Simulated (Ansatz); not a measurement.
# Lead, fcc under PBE: ground state and equation of state

Aim: take lead in the fcc structure, relax it, solve it on a dense k-mesh, switch on spin-orbit coupling, then scale the cell to 7 volumes from 88 to 112 % of the relaxed one and try a fit of the equation of state. The k-meshes are 11×11×11 for the relaxation; 18×18×18 for the dense run; 11×11×11 for spin-orbit coupling; 18×18×18 for the volumes. The starting cell is the deposited one, from the Crystallography Open Database.

Program: Ansatz 0.2.0. Level of theory: DFT PBE, plane waves (420 eV) with PAW, scalar-relativistic. These are calculated values, not measurements.

## Step 1: The starting structure

It takes space group Fm-3m (No. 225, cubic). Conventional cell: a = 4.950 Å, b = 4.950 Å, c = 4.950 Å, α = 90.00°, β = 90.00°, γ = 90.00°. Around Pb (site symmetry m-3m) lie 12 Pb at 3.50 Å.

As a file:

```xyz
1
Lattice="0.0000 2.4752 2.4752 2.4752 0.0000 2.4752 2.4752 2.4752 0.0000" Properties=species:S:1:pos:R:3 pbc="T T T"
Pb    0.0000    0.0000    0.0000
```

## Step 2: Relaxing cell and atoms

Contents of input.yaml:

```yaml
crystal:
  lattice:
    - [0.0, 2.47525, 2.47525]
    - [2.47525, 0.0, 2.47525]
    - [2.47525, 2.47525, 0.0]
  atoms:
    - { symbol: Pb, position: [0.0, 0.0, 0.0] }
hamiltonian:
  xc: pbe
  pseudopotentials:
    kind: paw
    azcp:
      Pb: "pseudopotentials/Pb.paw.azcp"
basis:
  ecutwfc: 420
  fft_grid_basis: typed
kpoints:
  mp_grid: { grid: [11, 11, 11], shift: [0, 0, 0] }
magnetization:
  spin_polarized: false
scf:
  occupations: { method: fermi_dirac, width: 0.1 }
relax:
  max_steps: 60
  f_tol: 0.01
  cell: {}
```

Further steps of the session: Single point on a dense mesh; With spin-orbit coupling; The cell scaled to 88 % of its volume; The cell scaled to 92 % of its volume; The cell scaled to 96 % of its volume; The cell scaled to 100 % of its volume; The cell scaled to 104 % of its volume; The cell scaled to 108 % of its volume; The cell scaled to 112 % of its volume.

What does the calculation give? Wanted: space group; conventional cell; volume; shortest distance; gap on the mesh; V₀, B₀, B₀′.

**Answer**, as computed:

| quantity | value |
| --- | --- |
| space group (spins left aside) | Fm-3m (No. 225) |
| conventional cell | a = 5.035 Å |
| volume | 31.914 Å³/atom |
| shortest distance | 3.560 Å |
| against the deposited volume | +5.2 % (30.331 Å³/atom) |
| gap on the mesh | none (levels filled in part) |
| V₀, B₀, B₀′ | 32.016 Å³/atom, 39 GPa, 4.8 |

What this shows: The relaxed volume lies 5.2 % above the deposited cell. The deposited cell holds zero-point motion and, unless taken cold, thermal expansion, so the miss against a static lattice is larger still. Levels at the Fermi energy are filled in part, as in a metal. Totals with and without spin-orbit coupling (-38.7 eV/atom apart) can't be read as binding, since the two-component data shift the zero of energy. B₀ comes out at 39 GPa.
